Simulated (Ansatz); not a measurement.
Geometry optimisation, Ansatz, RKS revPBE-D4/def2-mTZVP.

Input:

```yaml
crystal:
  periodic: [false, false, false]
  atoms:
    - { symbol: Li, position_ang: [-0.1322, 0.1257, -1.7067] }
    - { symbol: F, position_ang: [-0.0356, 0.0338, 0.1641] }
    - { symbol: F, position_ang: [0.1678, -0.1596, 1.5426] }
total_charge: 1
basis:
  gaussian: { orbitals: def2-mTZVP }
hamiltonian:
  xc: revpbe
  dispersion: d4
relax:
  f_tol: 0.02
  max_steps: 40
scf:
  lower_state_search: "off"
output:
  orbitals: {}
```

Run as:

```bash
$ ansatz run input.yaml --threads 1 --pin off --max-ram 2048MiB --backend cpu --events-out ev --progress --plain --runs-dir out
```

Q: Where does it end, and by what steps?

A: The forces met the threshold. Limits of this set-up: the dipole of an ion depends on the origin. After 6 steps the energy has fallen by 0.257 eV; F2 moved furthest, 0.65 Å.

```tsv
step	energy less start (eV)	largest force component (eV/Å)	accepted
0	0.0000	0.531	yes
1	-0.0240	0.398	yes
2	-0.0838	0.988	yes
3	-0.1119	1.548	yes
4	-0.2278	0.220	yes
5	-0.2520	0.293	yes
6	-0.2572	0.015	yes
```

```xyz
3
Properties=species:S:1:pos:R:3
Li 0.078 -0.074 -1.618
F -0.474 0.450 0.415
F 0.396 -0.376 1.203
```

Whether the end is a true minimum wasn't checked by a vibrational analysis.

Time of the run: 10 s on 1 CPU thread of a shared host.
